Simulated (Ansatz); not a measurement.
# AlFH3N: a dynamics run in two tries

The task is a short trajectory.

Program: Ansatz 0.2.0. Level of theory: RKS r2SCAN-D4/6-31G*. These are calculated values, not measurements.

## (1) Starting point

Bond lengths: Al1–F2 1.656 Å, Al1–H3 1.579 Å, Al1–N4 1.769 Å, N4–H5 1.012 Å, N4–H6 1.013 Å. Angles: F2–Al1–H3 120.0°, F2–Al1–N4 118.3°, H3–Al1–N4 121.7°, Al1–N4–H5 125.8°, Al1–N4–H6 123.9°, H5–N4–H6 110.3°.

As a file:

```xyz
6

Al   -0.0473    0.0086   -0.0338
F    -0.0429   -0.4196    1.5663
H     1.3026    0.4108   -0.7472
N    -1.5895   -0.0001   -0.9006
H    -2.4892   -0.2462   -0.5071
H    -1.6888    0.2464   -1.8776
```

## (2) First attempt

The input, input.yaml:

```yaml
crystal:
  periodic: [false, false, false]
  atoms:
    - { symbol: Al, position_ang: [-0.047341, 0.008616, -0.033811] }
    - { symbol: F, position_ang: [-0.042948, -0.419567, 1.566342] }
    - { symbol: H, position_ang: [1.30262, 0.410779, -0.747166] }
    - { symbol: "N", position_ang: [-1.589467, -5.0e-05, -0.900584] }
    - { symbol: H, position_ang: [-2.489203, -0.246157, -0.50715] }
    - { symbol: H, position_ang: [-1.688761, 0.246379, -1.877632] }
basis:
  gaussian: { orbitals: "6-31G*" }
hamiltonian:
  xc: r2scan
  dispersion: d4
md:
  timestep: 0.5
  n_steps: 25
  ensemble: nvt_langevin
  initial_velocities: maxwell_boltzmann
  seed: 590160
```

Launch:

```
$ ansatz run input.yaml --threads 1 --pin off --max-ram 2048MiB --backend cpu --events-out ev --progress --plain --runs-dir out
```

Q: Predict the outcome of this session. Wanted: first try.

The runs gave:

```
 quantity                                                           value
first try                                                         refused
    cause  a Langevin thermostat is asked for with no temperature to hold
```

What this shows: The fault in the first input was caught at the input check and cost nothing.
